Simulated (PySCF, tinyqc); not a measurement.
Harmonic frequencies on the RHF/sto-6g surface (energies and gradients from PySCF), for CH2, spin multiplicity 1, step by step. The lowest restricted solution is unstable here: a spin-polarised one lies 0.0267 hartree lower (PySCF). Computed by tinyqc, a small Python program that keeps every step (integrals from PySCF). Settings: charge = 0, multiplicity = 1, basis = sto-6g, delta = 0.002. Command: `OMP_NUM_THREADS=1 python tinyqc.py 23985 23986 out.jsonl` (the two numbers bound the seeds that draw the settings). One thread of a shared host (Intel(R) Xeon(R) Processor @ 2.60GHz), about 3 s of CPU time with the checks.

## One row of the Hessian: 2Hy

optimised positions (bohr), order 1C, 2H, 3H:
$$\begin{pmatrix}
-0.042112 & 0.027088 & -0.302535 \\
-0.050447 & 1.642871 & 1.055536 \\
0.075551 & -1.609487 & 1.025232
\end{pmatrix}$$

gradient at +delta (hartree/bohr), order 1C, 2H, 3H:
$$\begin{pmatrix}
0.00000852 & -0.00050531 & -0.00027791 \\
-0.00000800 & 0.00056775 & 0.00035121 \\
-0.00000052 & -0.00006245 & -0.00007329
\end{pmatrix}$$

gradient at -delta (hartree/bohr), order 1C, 2H, 3H:
$$\begin{pmatrix}
-0.00000837 & 0.00050713 & 0.00028444 \\
0.00000799 & -0.00057093 & -0.00035570 \\
0.00000038 & 0.00006380 & 0.00007126
\end{pmatrix}$$

Displace 2Hy by +/-0.002 bohr; H(k, :) = (g(+) - g(-)) / (2 delta).

row of the Hessian (hartree/bohr^2): 1Cx 0.00422077, 1Cy -0.25311003, 1Cz -0.14058885, 2Hx -0.00399527, 2Hy 0.28467176, 2Hz 0.17672750, 3Hx -0.00022551, 3Hy -0.03156174, 3Hz -0.03613865

## Hessian by finite differences

All rows are made in the same way, and the matrix is symmetrised.

Hessian (symmetrised) (hartree/bohr^2):
```
             1Cx          1Cy          1Cz          2Hx          2Hy          2Hz          3Hx          3Hy
1Cx   0.00144228  -0.01994929   0.01641562  -0.00016745   0.00422077  -0.00007676  -0.00127479   0.01572853
1Cy  -0.01994929   0.51165355   0.00161096   0.00133350  -0.25310979  -0.21205097   0.01861579  -0.25854425
1Cz   0.01641562   0.00161096   0.40785852  -0.00287213  -0.14058869  -0.20720051  -0.01354350   0.13897772
2Hx  -0.00016745   0.00133350  -0.00287213   0.00019061  -0.00399524   0.00086362  -0.00002319   0.00266173
2Hy   0.00422077  -0.25310979  -0.14058869  -0.00399524   0.28467176   0.17672781  -0.00022553  -0.03156173
2Hz  -0.00007676  -0.21205097  -0.20720051   0.00086362   0.17672781   0.19247742  -0.00078686   0.03532298
3Hx  -0.00127479   0.01861579  -0.01354350  -0.00002319  -0.00022553  -0.00078686   0.00129796  -0.01839026
3Hy   0.01572853  -0.25854425   0.13897772   0.00266173  -0.03156173   0.03532298  -0.01839026   0.29010622
3Hz  -0.01633886   0.21044001  -0.20065811   0.00200851  -0.03613914   0.01472314   0.01433036  -0.17430069

             3Hz
1Cx  -0.01633886
1Cy   0.21044001
1Cz  -0.20065811
2Hx   0.00200851
2Hy  -0.03613914
2Hz   0.01472314
3Hx   0.01433036
3Hy  -0.17430069
3Hz   0.18593501
```

## Normal modes

masses (u): 1C 12.000000, 2H 1.007825, 3H 1.007825

Diagonalise H_ij / sqrt(m_i m_j); the 6 smallest eigenvalues belong to translations and rotations; wavenumber = sqrt(eigenvalue / 1822.888) x 219474.63; each mode has its largest component positive (the first on a tie); zero-point energy = sum of wavenumbers / 2, with 349.755 1/cm per kcal/mol.

eigenvalues of the mass-weighted Hessian (hartree/(bohr^2 u)): [-0.000001, -0.000001, 0.000000, 0.000000, 0.000000, 0.000000, 0.121413, 0.432268, 0.470335]

harmonic wavenumbers of the vibrations (1/cm): [1791.2, 3379.7, 3525.4]

mass-weighted modes, order 1Cx, 1Cy, 1Cz, 2Hx, 2Hy, 2Hz, 3Hx, 3Hy, 3Hz:
$$\begin{pmatrix}
-0.012233 & 0.009393 & 0.011664 \\
0.002326 & -0.001790 & -0.301082 \\
-0.300526 & 0.230763 & -0.002808 \\
0.037776 & 0.005503 & -0.002663 \\
-0.434321 & -0.557307 & 0.516147 \\
0.514492 & -0.403355 & 0.433821 \\
0.004436 & -0.037917 & -0.037585 \\
0.426294 & 0.563484 & 0.522774 \\
0.522512 & -0.392923 & -0.424130
\end{pmatrix}$$

zero-point energy = 12.431961 kcal/mol
